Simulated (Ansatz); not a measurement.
# SiH2O2 (SMILES O[Si]O): a rigid scan of the dihedral angle O1–Si2–O3–H5

How does the energy rise as the dihedral angle O1–Si2–O3–H5 leaves its equilibrium value, and do density functionals follow CCSD(T)? No other atom is relaxed.

Program: Ansatz 0.2.0, Gaussian basis. Level of theory: single points in def2-TZVPP. These are calculated values, not measurements.

Levels: PBE-D4, r2SCAN-D4, PBE0-D4, B3LYP-D4, wB97M-V, Hartree-Fock, MP2, CCSD, CCSD(T). The scan takes -169.6, -139.6, -109.6, -79.6, -49.6, -19.6, 10.4, 40.4, 70.4, 100.4, 130.4, 160.4°.

Correlated methods freeze the cores. B3LYP uses VWN-RPA correlation.

31 further runs of the same task are left out: 31 set aside as unsound or not needed.

### 1 Starting geometry

The minimum, relaxed at PBE0-D4: 5 atoms, charge 0, spin multiplicity 1.

Atoms are counted from 1 here; the program's logs count them from 0.

Bond lengths: O1–Si2 1.642 Å, O1–H4 0.964 Å, Si2–O3 1.663 Å, O3–H5 0.960 Å. Angles: Si2–O1–H4 117.5°, O1–Si2–O3 99.4°, Si2–O3–H5 116.1°.

Geometry (Å):

```mol
H2O2Si
  3D, bonds by distance, orders not assigned

  5  4  0  0  0  0  0  0  0  0999 V2000
   -1.4432   -0.1056   -0.2750 O   0  0
   -0.2120   -0.7913    0.5677 Si  0  0
    1.0360    0.1875    0.0686 O   0  0
   -1.2319    0.6489   -0.8361 H   0  0
    1.9011   -0.0131    0.4334 H   0  0
  1  2  8  0
  1  4  8  0
  2  3  8  0
  3  5  8  0
M  END
```

Energies of the minimum (eV), from earlier single points: PBE-D4 -11999.91801, r2SCAN-D4 -12005.39773, PBE0-D4 -12000.48732, B3LYP-D4 -12008.91644, wB97M-V -12006.65810, CCSD(T) -11989.19001.

At the minimum the dihedral angle O1–Si2–O3–H5 is 180.0°.

### 2 O1–Si2–O3–H5 = -169.6°

Input file ccsdt-tzvpp/in.yaml:

```yaml
crystal:
  periodic: [false, false, false]
  atoms:
    - {symbol: O, position_ang: [-1.443215, -0.105619, -0.275034]}
    - {symbol: Si, position_ang: [-0.212035, -0.791307, 0.567690]}
    - {symbol: O, position_ang: [1.035984, 0.187496, 0.068585]}
    - {symbol: H, position_ang: [-1.231874, 0.648926, -0.836057]}
    - {symbol: H, position_ang: [1.920031, -0.102049, 0.306204]}
basis:
  gaussian: {orbitals: def2-TZVPP}
correlation: {method: ccsd_t}
```

No record of the launch command was kept for these runs.

The runs that follow: O1–Si2–O3–H5 = -139.6°; O1–Si2–O3–H5 = -109.6°; O1–Si2–O3–H5 = -79.6°; O1–Si2–O3–H5 = -49.6°; O1–Si2–O3–H5 = -19.6°; O1–Si2–O3–H5 = 10.4°; O1–Si2–O3–H5 = 40.4°; O1–Si2–O3–H5 = 70.4°; O1–Si2–O3–H5 = 100.4°; O1–Si2–O3–H5 = 130.4°; O1–Si2–O3–H5 = 160.4°.

**Question.** What will these runs give? Wanted: highest point, CCSD(T); lowest point, CCSD(T); RMS deviation from CCSD(T); largest T1 diagnostic.

**Answer**, as computed:

```
                  quantity                                                                                        value
    highest point, CCSD(T)                                                                           323 meV at -79.6 °
     lowest point, CCSD(T)                                                                             0 meV at 180.0 °
RMS deviation from CCSD(T)  PBE-D4 3, r2SCAN-D4 12, PBE0-D4 5, B3LYP-D4 7, wB97M-V 9, Hartree-Fock 6, MP2 7, CCSD 2 meV
     largest T1 diagnostic                                                                                        0.015
```

What this shows: Over the points sampled the torsion costs at most 323 meV, a hindered rotation that is fast at room temperature. A rigid scan overstates barriers, since nothing else may give way. CCSD follows the CCSD(T) curve best and r2SCAN-D4 worst. The restricted Hartree–Fock reference is unstable towards an unrestricted one at one or more of these structures.
